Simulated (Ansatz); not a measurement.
Molecule: NO$_{2}$, charge 0, multiplicity 2. SMILES: [O]N=O
Structure (B3LYP-D3(BJ)/def2-TZVP (Ansatz, an electronic-structure program) minimum search):
```xyz
3

N      0.0007    -0.0065     0.3208
O      0.0274     1.0999    -0.1182
O     -0.0281    -1.0942    -0.1625
```
Charge 0, spin multiplicity 2.

Wanted: enthalpy of formation at 298 K, in kcal/mol. Terms: non-relativistic; UHF or UKS for open shells; no spin-orbit coupling; 6-31G* and kin with 6d, 5d where marked; dispersion terms only where a functional's name holds one. First-principles rows: single points at B3LYP-D3(BJ) geometries (Ansatz), with unscaled harmonic terms from B3LYP/6-31G* at its own minima, enthalpies of formation by atomisation with measured atoms.

```tsv
species	coefficient	E at B3LYP/6-31G* (Ansatz), Eh	E at PBE/def2-TZVPD (Ansatz), Eh	H(298 K) - E, kcal/mol
[O]N=O	+1	-205.07170	-204.98309	7.97
N atom	-1	-54.58449	-54.53224	-
O atom	-2	-75.06062	-75.01069	-
```

The atoms take no thermal term, since their enthalpies of formation at 0 K are used: the result is the sum of coefficient times E, plus the molecule's thermal term, plus number times (enthalpy of formation minus H(298) - H(0)) over the atoms. Measured values of the atoms (G2/97 table in ASE), kcal/mol:

```tsv
atom	number	enthalpy of formation of the gas at 0 K	H(298) - H(0) of the element's standard state
N	1	112.53	1.04
O	2	58.99	1.04
```

Measured values: Active Thermochemical Tables 1.112 (ions: stationary electron), as tabulated in the package chemicals; they hold spin-orbit and core effects, anharmonicity.  Value to compare with, the measured value: 8.1 kcal/mol. 1 Eh = 627.5095 kcal/mol.

Q: Compute it at each level from the table, and compare with the measured value.

A: 
- B3LYP/6-31G*: the sum of coefficient times E is -0.36597 Eh, or -229.65 kcal/mol; the thermal terms add 7.97; the atoms' measured terms add 227.39. Result: 5.7 kcal/mol. Its error against the measured value is -2.4 kcal/mol.
- PBE/def2-TZVPD: the sum of coefficient times E is -0.42947 Eh, or -269.50 kcal/mol; the thermal terms add 7.97; the atoms' measured terms add 227.39. Result: -34.1 kcal/mol. Its error against the measured value is -42.2 kcal/mol.
